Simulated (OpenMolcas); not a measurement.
**HF/6-311++G(3df,3pd) run of BH3Cl− (SMILES [H][B-]([H])([H])Cl)**

Aim: the electrostatic solvation energy at fixed shape (PCM, heptane) of BH3Cl− at HF/6-311++G(3df,3pd), from 2 runs. 

The results are computed with OpenMolcas 26.06.

6 further runs of the same task are left out: 1 that didn't finish, 5 set aside as unsound or not needed.

## (1) The structure to begin with

BH3Cl− has 5 atoms, charge -1, and is taken as a singlet. SMILES: `[H][B-]([H])([H])Cl`. The shape is that of a GFN2-xTB optimisation.

Bond lengths: B1–Cl2 1.875 Å, B1–H3 1.207 Å, B1–H4 1.208 Å, B1–H5 1.207 Å. Angles: Cl2–B1–H3 106.7°, Cl2–B1–H4 106.7°, Cl2–B1–H5 106.7°, H3–B1–H4 112.1°, H3–B1–H5 112.2°, H4–B1–H5 112.1°.

## (2) Energy and one-electron properties at HF/6-311++G(3df,3pd)

test.inp

```
* BClH3 Hartree-Fock
>>> EXPORT MOLCAS_PRINT=2
&gateway
baslib = $CurrDir
basisset
B.6-311ppG3df3pd....
B1 -0.001280 0.001630 -0.167010 angstrom
End of Basis
basisset
Cl.6-311ppG3df3pd....
Cl2 0.013600 -0.021140 1.707330 angstrom
End of Basis
basisset
H.6-311ppG3df3pd....
H3 1.152300 0.011380 -0.522240 angstrom
H4 -0.586640 1.005700 -0.497000 angstrom
H5 -0.577980 -0.997580 -0.521080 angstrom
End of Basis
&seward
&scf
charge = -1
prorbitals = 0
&localisation
boys
```

The basis set 6-311++G(3df,3pd) is read from a file made from the Basis Set Exchange's data (not shown).

Run with:

```console
$ export MOLCAS_MEM=1860
$ pymolcas test.inp > test.log
```

Output:

```text
--- Start Module: gateway ---

                                              &GATEWAY

                       available to each process: 1.9 GB of memory, 1 thread

 Basis Set     1 Label: B.6-311PPG3DF3PD....
 Basis set is read from library:.
 basistype.tbl is not found

 Basis Set     2 Label: CL.6-311PPG3DF3PD....
 Basis set is read from library:.
 basistype.tbl is not found

 Basis Set     3 Label: H.6-311PPG3DF3PD....
 Basis set is read from library:.
 basistype.tbl is not found

++    Symmetry information:
      ---------------------

                    Character Table for C1

                             E
                    a        1  x, y, xy, Rz, z, xz, Ry, yz, Rx, I
--

++    Basis set information:
      ----------------------

      Basis set label: B.6-311PPG3DF3PD.........

      Electronic valence basis set:
      ------------------
      Associated Effective Charge   5.000000 au
      Associated Actual Charge      5.000000 au
      Nuclear Model: Point charge

      Shell  nPrim  nBasis  Cartesian Spherical Contaminant
         s      12       5        X
         p       6       4        X
         d       3       3                 X
         f       1       1                 X

      Basis set label: CL.6-311PPG3DF3PD.........

      Electronic valence basis set:
      ------------------
      Associated Effective Charge  17.000000 au
      Associated Actual Charge     17.000000 au
      Nuclear Model: Point charge

      Shell  nPrim  nBasis  Cartesian Spherical Contaminant
         s      13       7        X
         p      10       6        X
         d       3       3                 X
         f       1       1                 X

      Basis set label: H.6-311PPG3DF3PD.........

      Electronic valence basis set:
      ------------------
      Associated Effective Charge   1.000000 au
      Associated Actual Charge      1.000000 au
      Nuclear Model: Point charge

      Shell  nPrim  nBasis  Cartesian Spherical Contaminant
         s       6       4        X
         p       3       3        X
         d       1       1                 X
--

++    Molecular structure info:
      -------------------------

                    ************************************************
                    **** Cartesian Coordinates / bohr, angstrom ****
                    ************************************************

     Center  Label                x              y              z                     x              y              z
        1      B1              -0.002419       0.003080      -0.315603             -0.001280       0.001630      -0.167010
        2      CL2              0.025700      -0.039949       3.226386              0.013600      -0.021140       1.707330
        3      H3               2.177531       0.021505      -0.986891              1.152300       0.011380      -0.522240
        4      H4              -1.108589       1.900498      -0.939194             -0.586640       1.005700      -0.497000
        5      H5              -1.092224      -1.885153      -0.984698             -0.577980      -0.997580      -0.521080

                    ***************************************
                    *    InterNuclear Distances / bohr    *
                    ***************************************

               1 B1            2 CL2           3 H3            4 H4            5 H5
    1 B1       0.000000
    2 CL2      3.542362        0.000000
    3 H3       2.281041        4.731369        0.000000
    4 H4       2.283127        4.733286        3.785693        0.000000
    5 H5       2.280524        4.731571        3.785056        3.785959        0.000000

                    *******************************************
                    *    InterNuclear Distances / angstrom    *
                    *******************************************

               1 B1            2 CL2           3 H3            4 H4            5 H5
    1 B1       0.000000
    2 CL2      1.874537        0.000000
    3 H3       1.207075        2.503733        0.000000
    4 H4       1.208179        2.504747        2.003303        0.000000
    5 H5       1.206801        2.503840        2.002965        2.003443        0.000000

                    **************************************
                    *    Valence Bond Angles / degree    *
                    **************************************
                          Atom centers                 Phi
                      3 H3       1 B1       4 H4       112.08
                      3 H3       1 B1       5 H5       112.15
                      4 H4       1 B1       5 H5       112.11
--

            Nuclear Potential Energy             42.13972143 au

--- Stop Module: gateway /rc=_RC_ALL_IS_WELL_ ---

--- Start Module: seward ---

                                              &SEWARD

                       available to each process: 1.9 GB of memory, 1 thread

               SEWARD will generate:
                  Multipole Moment integrals up to order  2
                  Kinetic Energy integrals
                  Nuclear Attraction integrals (point charge)
                  One-Electron Hamiltonian integrals
                  Velocity integrals
                  Orbital angular momentum around (  0.0173  -0.0271   2.1717 )
                  Velocity quadrupole around (  0.0173  -0.0271   2.1717 )
                  Two-Electron Repulsion integrals

                   Integrals are discarded if absolute value <: 1.00E-14
                   Integral cutoff threshold is set to       <: 1.00E-16

            Nuclear Potential Energy             42.13972143 au

[... 28 lines left out ...]
      Nuclear repulsion energy =   42.13972143
[... 42 lines left out ...]
++ Convergence information
                                   SCF        iterations: Energy and convergence statistics
[... 21 lines left out ...]
       Convergence after  13 Iterations
[... 3 lines left out ...]
 *                                             SCF/KS-DFT Program, Final results                                             *
 *                                                       Final Results                                                       *
[... 36 lines left out ...]
      Dipole Moment (debye):
[... 27 lines left out ...]
 Convergence threshold:   1.0000E-06 (functional)
 Convergence threshold:   1.0000E-02 (gradient)
[... 9 lines left out ...]
      Title: Final localised MO's
[... 75 lines left out ...]
   74    2.3087    0.0000          8 B1     2px    ( 3.455),    12 B1     2py    (-2.907),    89 H3     1s     (-3.227),   106 H4     1s     ( 2.048),
                                 107 H4     1s     ( 3.960),

   75    2.3625    0.0000          4 B1     1s     (-8.776),

   76    2.6158    0.0000          8 B1     2px    ( 0.622),    89 H3     1s     (-0.911),   107 H4     1s     ( 1.232),   116 H4     2pz    (-0.664),
[... 24 lines of this table left out ...]
   88    2.9414    0.0000         11 B1     2py    ( 1.715),    12 B1     2py    ( 1.841),    88 H3     1s     ( 1.706),   106 H4     1s     (-3.109),
                                 107 H4     1s     (-1.574),

   89    2.9417    0.0000          7 B1     2px    ( 1.714),     8 B1     2px    ( 1.833),    88 H3     1s     (-2.603),   124 H5     1s     ( 2.779),
                                 125 H5     1s     ( 1.397),

   90    2.9969    0.0000         33 B1     4f3-   ( 1.223),    95 H3     2py    (-0.777),   110 H4     2px    ( 0.666),   128 H5     2px    (-0.674),

   91    3.0011    0.0000          4 B1     1s     (-3.223),     5 B1     1s     ( 3.812),    16 B1     2pz    ( 2.759),    89 H3     1s     ( 2.083),
[... 4 lines of this table left out ...]
   93    3.1481    0.0000          7 B1     2px    ( 1.068),    88 H3     1s     (-1.446),    98 H3     2pz    (-0.742),   124 H5     1s     ( 1.424),
                                 134 H5     2pz    ( 0.732),

   94    3.1966    0.0000          4 B1     1s     (-3.538),     5 B1     1s     ( 3.613),    89 H3     1s     ( 2.280),   107 H4     1s     ( 2.259),
                                 125 H5     1s     ( 2.274),

   95    3.2730    0.0000          7 B1     2px    ( 2.914),     8 B1     2px    ( 3.079),    11 B1     2py    ( 2.419),    12 B1     2py    ( 2.558),
                                  88 H3     1s     (-2.880),    89 H3     1s     (-3.017),   124 H5     1s     ( 3.492),   125 H5     1s     ( 3.669),

[... 7 lines of this table left out ...]
                                 121 H4     3d1+   ( 0.326),   122 H4     3d2+   (-0.365),   136 H5     3d2-   ( 0.222),   139 H5     3d1+   (-0.307),
                                 140 H5     3d2+   ( 0.372),

   99    3.7653    0.0000          8 B1     2px    (-0.787),    12 B1     2py    ( 0.420),    37 B1     4f1+   (-0.423),    89 H3     1s     ( 0.546),
                                 102 H3     3d0    ( 0.402),   107 H4     1s     (-0.528),   120 H4     3d0    (-0.401),   139 H5     3d1+   ( 0.417),

[... 6 lines of this table left out ...]
  102    4.0676    0.0000          7 B1     2px    (-1.459),    11 B1     2py    ( 2.243),    12 B1     2py    ( 1.148),    88 H3     1s     ( 1.201),
                                 106 H4     1s     (-2.198),

  103    4.0683    0.0000          7 B1     2px    ( 2.252),     8 B1     2px    ( 1.177),    11 B1     2py    ( 1.470),    88 H3     1s     (-1.868),
                                 124 H5     1s     ( 1.983),

  104    4.2031    0.0000          4 B1     1s     ( 0.667),     5 B1     1s     (-0.343),    15 B1     2pz    ( 0.680),    16 B1     2pz    (-0.386),
                                  39 B1     4f3+   (-0.589),    89 H3     1s     (-0.370),   103 H3     3d1+   ( 0.378),   104 H3     3d2+   ( 0.454),
                                 107 H4     1s     (-0.398),   118 H4     3d2-   (-0.385),   136 H5     3d2-   ( 0.398),
[... 14 lines of this table left out ...]
                                  34 B1     4f2-   ( 0.774),    88 H3     1s     ( 0.868),   106 H4     1s     (-1.412),   113 H4     2py    ( 0.811),
                                 119 H4     3d1-   (-0.790),

  111    4.7554    0.0000          7 B1     2px    ( 1.384),    11 B1     2py    ( 1.044),    22 B1     3d1-   (-1.120),    28 B1     3d1+   (-1.489),
                                  38 B1     4f2+   (-0.750),    88 H3     1s     (-1.134),    92 H3     2px    ( 0.772),   124 H5     1s     ( 1.307),
                                 131 H5     2py    ( 0.753),

  112    4.8273    0.0000         33 B1     4f3-   ( 1.832),

  113    4.8919    0.0000          4 B1     1s     (-4.663),     5 B1     1s     ( 2.751),
[... 21 lines of this table left out ...]
  121    6.0745    0.0000         12 B1     2py    ( 2.245),    89 H3     1s     ( 1.393),   106 H4     1s     (-1.642),   107 H4     1s     (-2.762),
                                 125 H5     1s     ( 1.392),

  122    6.0749    0.0000          7 B1     2px    ( 1.332),     8 B1     2px    ( 2.243),    12 B1     2py    ( 1.309),    88 H3     1s     (-1.424),
                                  89 H3     1s     (-2.394),   124 H5     1s     ( 1.427),   125 H5     1s     ( 2.397),

[... 11 lines of this table left out ...]
                                  98 H3     2pz    (-0.500),   106 H4     1s     (-0.648),   107 H4     1s     (-0.923),   115 H4     2pz    (-0.938),
                                 116 H4     2pz    ( 0.831),

  128    9.2466    0.0000          8 B1     2px    ( 0.886),    12 B1     2py    ( 0.707),    88 H3     1s     (-0.517),    89 H3     1s     (-0.735),
                                  97 H3     2pz    (-0.736),    98 H3     2pz    ( 0.649),   124 H5     1s     ( 0.615),   125 H5     1s     ( 0.872),
                                 133 H5     2pz    ( 0.867),   134 H5     2pz    (-0.764),

  129    9.2943    0.0000          5 B1     1s     (-1.066),    16 B1     2pz    (-1.135),    45 CL2    1s     ( 0.665),    97 H3     2pz    ( 0.754),
                                  98 H3     2pz    (-0.721),   115 H4     2pz    ( 0.745),   116 H4     2pz    (-0.710),   133 H5     2pz    ( 0.757),
                                 134 H5     2pz    (-0.724),

  130    9.3941    0.0000          7 B1     2px    ( 0.537),     8 B1     2px    ( 1.061),    31 B1     3d2+   ( 0.782),    88 H3     1s     (-0.694),
                                  89 H3     1s     (-0.781),   109 H4     2px    (-0.670),   110 H4     2px    ( 0.724),   127 H5     2px    (-0.785),
                                 128 H5     2px    ( 0.812),

  131    9.3943    0.0000         11 B1     2py    ( 0.538),    12 B1     2py    ( 1.062),    19 B1     3d2-   (-0.783),    94 H3     2py    (-0.991),
                                  95 H3     2py    ( 0.964),   106 H4     1s     (-0.559),   107 H4     1s     (-0.630),   109 H4     2px    (-0.539),
                                 124 H5     1s     ( 0.643),   125 H5     1s     ( 0.724),
[... 5 lines of this table left out ...]
  133   10.2230    0.0000          7 B1     2px    (-2.708),    11 B1     2py    ( 2.942),    88 H3     1s     ( 2.719),   106 H4     1s     (-3.921),
                                 107 H4     1s     (-2.328),

  134   10.2230    0.0000          7 B1     2px    ( 2.948),    11 B1     2py    ( 2.713),    88 H3     1s     (-2.974),   124 H5     1s     ( 3.842),
                                 125 H5     1s     ( 2.287),

  135   11.0820    0.0000          5 B1     1s     (-3.591),    16 B1     2pz    (-2.195),    42 CL2    1s     (-2.710),    43 CL2    1s     ( 3.316),
                                  44 CL2    1s     (-2.431),    45 CL2    1s     ( 2.776),    46 CL2    1s     ( 2.010),

[... 10 lines of this table left out ...]
  140  219.9900    0.0000         40 CL2    1s     (-1.544),    41 CL2    1s     ( 1.922),    42 CL2    1s     (-1.475),    43 CL2    1s     ( 1.037),

--

--- Stop Module: localisation /rc=_RC_ALL_IS_WELL_ ---

.##################.
.# Happy landing! #.
.##################.

    Timing: Wall=25.13 User=19.38 System=5.74
```

It took 26 s on 1 thread of Arm Neoverse V2, shared host; peak memory 1.1 GiB.

Atomic charges (e):

| atom | Mulliken |
| --- | --- |
| B1 | +0.684 |
| Cl2 | -0.820 |
| H3 | -0.288 |
| H4 | -0.288 |
| H5 | -0.288 |

(Part 1 of 2 ends here.)
